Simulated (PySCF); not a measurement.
Species: CHF2O2S (charge -1).
SMILES with atom numbers: `[O:1]=[S@@:2]([O-:3])[CH:4]([F:5])[F:6]` (hydrogens: H7 on C4)

Structure optimised with GFN2-xTB, isolated species.

**Question.** List the bond lengths, angles and torsions at this level.

**Answer.** 
```tsv
bond	length (Å)
O1=S2, S2–O3	1.479
S2–C4	2.008
C4–F5, C4–F6	1.371
C4–H7	1.098
```

Bonds in one row agree within 0.01 Å and their mean is given. A selection of angles:
```tsv
angle	degrees
O1–S2–O3	112.7
O1–S2–C4	98.6
S2–C4–F5	113.2
S2–C4–H7	109.1
F5–C4–F6	104.7
F5–C4–H7	108.2
```

Dihedral angles: O1–S2–C4–F5 -178° (antiperiplanar).

S2 (sulfur bonded to C and 2 O) is pyramidal (angles 112.7°, 98.6° and 98.6°, sum 310.0°, 0.67 Å off the plane of its three neighbours).

Point group: Cs (every atom within 0.08 Å of its image). Not checked by GFN2-xTB frequencies.

One conformer stands for the species.

The numbers are calculated, not measured.
